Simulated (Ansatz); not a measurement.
**AlBH4Si: relaxed scan of one distance**

Wanted for AlBH4Si: a relaxed scan of one distance. SMILES: [BH]1[AlH][SiH2]1.

All numbers are computed with Ansatz 0.2.0, driven from Python. Level of theory: Hartree-Fock/def2-SVP.

## Step 1: The structure

Bond lengths: B1–Al2 2.141 Å, B1–Si3 1.945 Å, Al2–Si3 2.168 Å, B1–H4 1.140 Å, Al2–H5 1.612 Å, Si3–H6 1.476 Å, Si3–H7 1.498 Å. Angles: B1–Al2–Si3 53.7°, B1–Al2–H5 152.5°, Si3–Al2–H5 153.8°, Al2–B1–Si3 63.9°, Al2–B1–H4 149.3°, Si3–B1–H4 146.4°, B1–Si3–Al2 62.4°, B1–Si3–H6 116.4°, B1–Si3–H7 112.7°, Al2–Si3–H6 117.4°, Al2–Si3–H7 115.5°, H6–Si3–H7 119.4°.

No structure file is read: the coordinates are typed or built in the script.

## Step 2: The script

File albh4si_relaxed_scan.py:

```python
import ansatz as az
import numpy as np


def main() -> None:
    albh4si = (
        az.Crystal.molecule()
        .atom("B", (-1.0987, -0.5926, -0.236))
        .atom("Al", (0.9448, -0.5109, -0.8689))
        .atom("Si", (0.0405, 0.6684, 0.71))
        .atom("H", (-2.1596, -0.9759, -0.3979))
        .atom("H", (2.1741, -0.9845, -1.7985))
        .atom("H", (-0.1969, 2.1002, 0.4392))
        .atom("H", (0.3571, 0.2273, 2.1065))
    )

    model = (
        albh4si.calculation()
        .basis(gaussian="def2-SVP")
        .functional("HF")
    )
    symbols = [site.symbol for site in albh4si.cartesian_sites]
    pairs = [(0, 1), (0, 2), (0, 3), (1, 2), (1, 4), (2, 5)]
    print("held (A)   E (eV)        ", "  ".join(f"{symbols[i]}{i}-{symbols[j]}{j}" for i, j in pairs))
    for length in [1.48, 1.61, 1.74, 1.93, 2.18]:
        r = model.relax(constraints=[az.DistanceConstraint((1, 4), at=length)], force_tolerance=0.02, max_steps=60).run(threads=1).report
        xyz = np.array(r["positions_ang"])
        print(f"{length:6.2f} {r['free_energy_ev']:14.5f}  ", "  ".join(f"{np.linalg.norm(xyz[i] - xyz[j]):.3f}" for i, j in pairs))


if __name__ == "__main__":
    main()
```

## Step 3: Launch

Launch:

```bash
> python albh4si_relaxed_scan.py
```

What it wrote:

```text
held (A)   E (eV)         B0-Al1  B0-Si2  B0-H3  Al1-Si2  Al1-H4  Si2-H5
DeckWarning: relax.constraints: the input's atoms, or those drawn, lie off the distances that are held; a relaxation that starts there is brought onto them ahead of its first SCF, by positions alone, an atom by 6.62e-2 Å at the most. With the symmetry detection on, the symmetry is detected on the input's atoms as so [...]
  1.48   -15172.30749   2.020  1.865  1.190  2.468  1.480  1.476
  1.61   -15172.36512   2.020  1.865  1.190  2.467  1.610  1.476
  1.74   -15172.20061   2.019  1.865  1.190  2.464  1.740  1.476
  1.93   -15171.74298   2.019  1.865  1.189  2.462  1.930  1.476
  2.18   -15170.97907   2.019  1.865  1.189  2.460  2.180  1.475
```

(Warnings from the package without file and line, shortened, repeats left out.)

It took 95 s on 1 thread of AMD EPYC 7B13 (Zen 3), shared host; peak memory 0.21 GiB.

## Step 4: What each run gave

One row for each of the 5 runs:

```tsv
run	distance (Å)	energy from run 2 (eV)	SCF cycles in all	CPU time (s)
1	1.48	0.0576	150	17
2	1.61	0.0000	157	18
3	1.74	0.1645	192	22
4	1.93	0.6221	178	19
5	2.18	1.3860	191	18
```

## Step 5: The relaxation of run 1, step by step

Step by step:

```csv
step,E - E(step 1) (eV),largest force component (eV/Å)
1,0.0000,2.2606
2,-0.4238,1.1157
3,-0.4822,0.1786
4,-0.4909,0.1551
5,-0.5078,0.2769
6,-0.5262,0.2893
7,-0.5906,0.5012
8,-0.6519,0.7567
9,-0.7417,0.6534
10,-0.8564,0.6909
11,-0.9505,0.4372
12,-1.0269,0.4128
13,-1.0910,0.2375
14,-1.1487,0.2183
15,-1.1927,0.3132
16,-1.1965,0.1463
17,-1.2070,0.1018
18,-1.2079,0.0317
19,-1.2081,0.0091
```

Step 1 is the start.

Before: Bond lengths: B1–Al2 2.141 Å, B1–Si3 1.945 Å, Al2–Si3 2.168 Å, B1–H4 1.140 Å, Al2–H5 1.612 Å, Si3–H6 1.476 Å, Si3–H7 1.498 Å. Angles: B1–Al2–Si3 53.7°, B1–Al2–H5 152.5°, Si3–Al2–H5 153.8°, Al2–B1–Si3 63.9°, Al2–B1–H4 149.3°, Si3–B1–H4 146.4°, B1–Si3–Al2 62.4°, B1–Si3–H6 116.4°, B1–Si3–H7 112.7°, Al2–Si3–H6 117.4°, Al2–Si3–H7 115.5°, H6–Si3–H7 119.4°.

After: Bond lengths: B1–Al2 2.020 Å, B1–Si3 1.865 Å, Al2–Si3 2.468 Å, B1–H4 1.190 Å, Al2–H5 1.480 Å, Si3–H6 1.476 Å, Si3–H7 1.555 Å. Angles: B1–Al2–Si3 47.8°, B1–Al2–H5 171.9°, Si3–Al2–H5 140.2°, Al2–B1–Si3 78.8°, Al2–B1–H4 144.2°, Si3–B1–H4 137.0°, B1–Si3–Al2 53.4°, B1–Si3–H6 152.1°, B1–Si3–H7 103.7°, Al2–Si3–H6 154.5°, Al2–Si3–H7 50.3°, H6–Si3–H7 104.2°.

## Step 6: Path of the relaxation of run 5

Relaxation path:

| step | energy from step 1 (eV) | largest force component (eV/Å) |
| --- | --- | --- |
| 1 | 0.0000 | 8.5080 |
| 2 | -2.2383 | 1.5611 |
| 3 | -2.6182 | 0.7323 |
| 4 | -2.6546 | 0.1857 |
| 5 | -2.6631 | 0.1369 |
| 6 | -2.6987 | 0.4558 |
| 7 | -2.7478 | 0.6713 |
| 8 | -2.8256 | 0.6066 |
| 9 | -2.9180 | 0.7787 |
| 10 | -3.0201 | 0.2927 |
| 11 | -3.0932 | 0.4010 |
| 12 | -3.1443 | 0.3170 |
| 13 | -3.1878 | 0.2917 |
| 14 | -3.2453 | 0.2180 |
| 15 | -3.2894 | 0.2723 |
| 16 | -3.2949 | 0.2810 |
| 17 | -3.2649 | 0.8342 |
| 18 | -3.3087 | 0.1055 |
| 19 | -3.3079 | 0.1342 |
| 20 | -3.3116 | 0.0360 |
| 21 | -3.3118 | 0.0045 |

Step 1 is the start. Steps 17, 19 were tried and not accepted.

Before: Bond lengths: B1–Al2 2.141 Å, B1–Si3 1.945 Å, Al2–Si3 2.168 Å, B1–H4 1.140 Å, Al2–H5 1.612 Å, Si3–H6 1.476 Å, Si3–H7 1.498 Å. Angles: B1–Al2–Si3 53.7°, B1–Al2–H5 152.5°, Si3–Al2–H5 153.8°, Al2–B1–Si3 63.9°, Al2–B1–H4 149.3°, Si3–B1–H4 146.4°, B1–Si3–Al2 62.4°, B1–Si3–H6 116.4°, B1–Si3–H7 112.7°, Al2–Si3–H6 117.4°, Al2–Si3–H7 115.5°, H6–Si3–H7 119.4°.

After: Bond lengths: B1–Al2 2.019 Å, B1–Si3 1.865 Å, Al2–Si3 2.460 Å, B1–H4 1.189 Å, Si3–H6 1.475 Å, Si3–H7 1.555 Å. Angles: B1–Al2–Si3 48.0°, Al2–B1–Si3 78.5°, Al2–B1–H4 142.8°, Si3–B1–H4 138.7°, B1–Si3–Al2 53.5°, B1–Si3–H6 151.2°, B1–Si3–H7 103.6°, Al2–Si3–H6 155.3°, Al2–Si3–H7 50.0°, H6–Si3–H7 105.3°.

## Step 7: What came out

```
                  quantity     value
             runs compared         5
           range of energy  1.386 eV
lowest point, distance (Å)      1.61
```

In words: The curve has its lowest point inside the range, at 1.61. The ends stand 0.0576 and 1.39 eV above it. The distance scanned is the script's pair 1, 4. Run 1: After 18 moves the largest shift is 1.816 Å, of atom 7 (H). So large a move can change the bonding: the results belong to the relaxed structure. Run 5: The relaxation took 18 moves; the largest shift is 1.829 Å, of atom 7 (H). The energies are electronic: no zero-point or thermal terms, and the basis set is short of its limit.
